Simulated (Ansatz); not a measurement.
Diamond was calculated with revPBE (PAW; Ansatz, a quantum-chemistry and plane-wave program).

Numerical settings: plane-wave cutoff 520 eV, 16×16×16 k mesh, scalar-relativistic PAW data made under PBE.

Cell (relaxed at this level):

```cif
data_C2
_chemical_formula_sum 'C2'
_space_group_name_H-M_alt 'P 1'
_space_group_IT_number 1
_cell_length_a 2.53459
_cell_length_b 2.53459
_cell_length_c 2.53459
_cell_angle_alpha 60.000
_cell_angle_beta 60.000
_cell_angle_gamma 60.000
loop_
_space_group_symop_operation_xyz
  'x, y, z'
loop_
_atom_site_label
_atom_site_type_symbol
_atom_site_fract_x
_atom_site_fract_y
_atom_site_fract_z
_atom_site_occupancy
C1 C 0.50000 0.50000 0.50000 1
C2 C 0.75000 0.75000 0.75000 1
```

Task: Predict the elastic constant C11, Young modulus, Voigt–Reuss–Hill shear modulus (Hill average), elastic constant C12 and elastic constant C44.

Result: 
- elastic constant C11: 1033 GPa
- Young modulus: 1090 GPa
- Voigt–Reuss–Hill shear modulus (Hill average): 510 GPa
- elastic constant C12: 117 GPa
- elastic constant C44: 547 GPa

Measured, for comparison: elastic constant C11 1081 GPa, elastic constant C12 125 GPa, elastic constant C44 579 GPa (low temperature, zero-point motion not removed; as tabulated in Tanner et al. (2021), arXiv:2110.11888). Computed (rounded) less measured: elastic constant C11 -4 %, elastic constant C12 -6 %, elastic constant C44 -6 %.

Elastic constants are with the ions relaxed.

Static lattice: no zero-point or thermal effects.

Cost on a shared machine: very roughly 60 core-seconds.
